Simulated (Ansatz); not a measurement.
Relaxation of CH₅SSi (8 atoms, charge 1, multiplicity 1), to a largest force component of 0.015 eV/Å in at most 40 steps.

Level of theory: RKS PBE0-D4/def2-SVP in Ansatz.

```xyz
8
Properties=species:S:1:pos:R:3
Si -0.866 0.983 -0.989
C 0.120 0.245 0.305
S 0.572 -1.458 0.323
H -1.343 0.183 -2.102
H -1.178 2.393 -0.900
H 0.494 0.808 1.146
H 0.978 -1.634 -0.966
H -0.628 -2.044 0.054
```

Problem. Where does it end, and by what steps?

Solution. The forces met the threshold. Limits of this set-up: the dipole of an ion depends on the origin. After 5 steps the energy has fallen by 0.155 eV; H8 moved furthest, 0.19 Å.

| step | energy less start (eV) | largest force component (eV/Å) | accepted |
| --- | --- | --- | --- |
| 0 | 0.0000 | 1.830 | yes |
| 1 | -0.1294 | 0.759 | yes |
| 2 | -0.1505 | 0.228 | yes |
| 3 | -0.1535 | 0.119 | yes |
| 4 | -0.1551 | 0.024 | yes |
| 5 | -0.1552 | 0.010 | yes |

```xyz
8
Properties=species:S:1:pos:R:3
Si -0.882 1.038 -0.994
C 0.062 0.230 0.209
S 0.570 -1.427 0.327
H -1.409 0.304 -2.168
H -1.157 2.480 -0.837
H 0.445 0.791 1.070
H 1.072 -1.757 -0.898
H -0.554 -2.184 0.162
```

Time of the run: 17 s on 1 thread of Arm Neoverse V2, on a shared host, peak memory 0.14 GiB.
